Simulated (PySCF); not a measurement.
Stepwise substitution at one centre (Si F-Br). Isolated molecules, 0 K electronic values unless said otherwise. Strings in code marks are SMILES.

Level of theory: PBE-D3(BJ)/def2-TZVP run with PySCF. 

| species | HOMO (eV) | HOMO–LUMO gap (eV) |
|---|---|---|
| 0 of 4 F replaced by Br | -10.58 | 9.80 |
| 1 of 4 F replaced by Br (`Br[Si](F)(F)F`) | -8.23 | 6.90 |
| 2 of 4 F replaced by Br (`Br[Si](Br)(F)F`) | -7.77 | 5.88 |
| 3 of 4 F replaced by Br | -7.50 | 5.14 |
| 4 of 4 F replaced by Br | -7.41 | 4.69 |
